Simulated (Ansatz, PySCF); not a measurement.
This PySCF input computes a BLYP/def2-TZVPD energy:

```python
from pyscf import gto, scf, dft

mol = gto.M(
    atom='''
    Cl   -1.48293405    0.22164103   -0.01882856
    C    -0.01049978   -0.67307752    0.04096015
    Cl    1.48913862    0.17609637   -0.00537576
    H    -0.02436324   -1.30857915    0.95225756
    H    -0.01811575   -1.41449149   -0.78654502
    ''',
    basis='def2-tzvpd',
    charge=1,
    spin=1,
    verbose=4,
)

mf = dft.UKS(mol, xc='blyp').density_fit(auxbasis='def2-universal-jkfit')
mf.grids.level = 3
mf.conv_tol = 1e-9
mf.max_cycle = 100
mf.max_memory = 1500
mf.kernel()
if not mf.converged:
    mf = mf.newton()
    mf.kernel(mf.make_rdm1())
for _ in range(2):
    mo, _, stable, _ = mf.stability(return_status=True)
    if stable:
        break
    mf.kernel(mf.make_rdm1(mo, mf.mo_occ))
mf.analyze()
```

### Question
Write an input for the same energy in Ansatz (a quantum-chemistry and plane-wave program) and say what it gives.

### Answer

Ansatz 0.2 input:
```yaml
crystal:
  periodic: [false, false, false]
  atoms:
    - {symbol: Cl, position_ang: [-1.48293405, 0.22164103, -0.01882856]}
    - {symbol: C, position_ang: [-0.01049978, -0.67307752, 0.04096015]}
    - {symbol: Cl, position_ang: [1.48913862, 0.17609637, -0.00537576]}
    - {symbol: H, position_ang: [-0.02436324, -1.30857915, 0.95225756]}
    - {symbol: H, position_ang: [-0.01811575, -1.41449149, -0.78654502]}
basis:
  gaussian:
    orbitals: def2-TZVPD
hamiltonian:
  xc: {name: BLYP}
total_charge: 1
magnetization: {spin_polarized: true, initial_magnetization: 1}
output: {forces: true}
```
It gives -959.33711 Eh, and PySCF -959.33718 Eh, a difference of 0.07 mEh, from the treatment of integrals and grids.
